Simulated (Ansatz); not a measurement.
Two isomers of C3H5NO: A = `NC1CC1=O`, B = `CCOC#N`.

Computed with Ansatz on PBE0-D4/def2-TZVP structures; ΔE is electronic, products minus reactants. CBS: MP2 limit from def2 TZ/QZ plus the TZ coupled-cluster correction, frozen cores. Functionals use def2-TZVPP. B3LYP here is the variant with VWN-RPA as its local correlation; programs differ in this. One conformer a species, not always the lowest.

A:

```xyz
10

N     1.168   -0.150   -0.995
C     0.012    0.443   -0.384
C    -0.211    0.299    1.145
C    -1.096   -0.350    0.168
O    -1.956   -1.158   -0.011
H     1.373   -1.047   -0.570
H     0.992   -0.328   -1.978
H    -0.214    1.437   -0.760
H     0.460   -0.340    1.716
H    -0.527    1.194    1.669
```

B:

```xyz
10

C     1.065    0.129    0.350
C    -0.361    0.603    0.386
O    -1.048    0.337   -0.874
C    -1.205   -0.901   -1.154
N    -1.362   -2.012   -1.433
H     1.546    0.363    1.302
H     1.621    0.623   -0.449
H     1.116   -0.951    0.201
H    -0.935    0.125    1.183
H    -0.437    1.684    0.489
```

Task: Which isomer does CCSD(T)/CBS put lower? Give the gap. (Best estimate.)

Result: Computed: B, by 92.2 kJ/mol.

Task: Give E(B) − E(A) in kJ/mol with CCSD/def2-TZVPP, B3LYP, PBE0-D4, CCSD(T)/def2-SVP, PBE-D4, B2PLYP, B3LYP-D4. (Estimate.)

Result: The calculation gave: CCSD/def2-TZVPP -99.7, B3LYP -91.2, PBE0-D4 -66.0, CCSD(T)/def2-SVP -100.8, PBE-D4 -64.5, B2PLYP -98.4, B3LYP-D4 -89.9. None reverses the order clearly.

Task: Does the order hold for the free energy at 298.15 K (harmonic terms from PBE0-D4)? (Estimate.)

Result: The calculation gave: Yes: G(B) − G(A) = -91.4 kJ/mol, for one conformer each.

Largest T1 diagnostic: 0.014.

At CCSD(T), def2-SVP lies −8.6 kJ/mol from the extrapolated value and def2-TZVPP −6.4 kJ/mol. Leaving LDA and LC-ωPBE aside and taking each functional with its dispersion term where it has one, the values spread over 33.9 kJ/mol, from B2PLYP to PBE-D4. LDA lies +19.0 kJ/mol from PBE without D4.
